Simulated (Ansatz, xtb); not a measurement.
Relaxing a trial structure of BH5N2

The starting geometry of this gas-phase singlet has its atoms placed at random.

```xyz
8

B    -0.6119    0.1207   -1.0289
N     0.2959   -0.9385    0.6206
N     1.2898    0.3209   -1.5997
H    -1.1105   -0.2504   -0.1779
H     0.7402    0.2735   -0.7190
H     1.7394   -0.0190   -0.6020
H    -0.1406   -1.3980   -0.1270
H    -0.9798    0.4012   -2.0451
```

Task: One run relaxed it with r2SCAN-D4/def2-SVP. What is a likely outcome?

Result: It ends as `NBN`. Distances that change by over a tenth: N3–H6 (1.15 → 1.01 Å). Contacts that open: B1–H4 (1.05 → 2.13 Å), B1–H5 (1.40 → 2.13 Å). Contacts that close: B1–N2 (2.16 → 1.41 Å), B1–N3 (2.00 → 1.41 Å), N2–H4 (1.76 → 1.01 Å).

The energy falls by 14.19 eV over 16 steps:

| step | E − E(last) (eV) |
| --- | --- |
| 1 | 14.190 |
| 3 | 8.610 |
| 4 | 6.352 |
| 6 | 2.654 |
| 8 | 1.477 |
| 9 | 1.066 |
| 11 | 0.422 |
| 13 | 0.066 |
| 14 | 0.004 |
| 16 | 0.000 |

Final geometry (Å):

```yaml
atoms:
  - { symbol: B, position_ang: [-0.1683, 0.1028, -0.9218] }
  - { symbol: N, position_ang: [-0.6443, -0.9822, -0.1496] }
  - { symbol: N, position_ang: [1.2072, 0.3759, -1.1038] }
  - { symbol: H, position_ang: [-1.6308, -1.1614, -0.0291] }
  - { symbol: H, position_ang: [1.5298, 1.1556, -1.6587] }
  - { symbol: H, position_ang: [1.9580, -0.1696, -0.6988] }
  - { symbol: H, position_ang: [-0.0515, -1.6439, 0.3362] }
  - { symbol: H, position_ang: [-0.9779, 0.8332, -1.4533] }
```

From the same start GFN2-xTB reaches the same bonding as this run.

From so rough a start the end depends on the optimiser's path, so another program may land elsewhere. No frequencies were run, so the end isn't proven a minimum. Run with Ansatz 0.2.0, 26 s on 1 thread of Arm Neoverse V2, on a shared host.
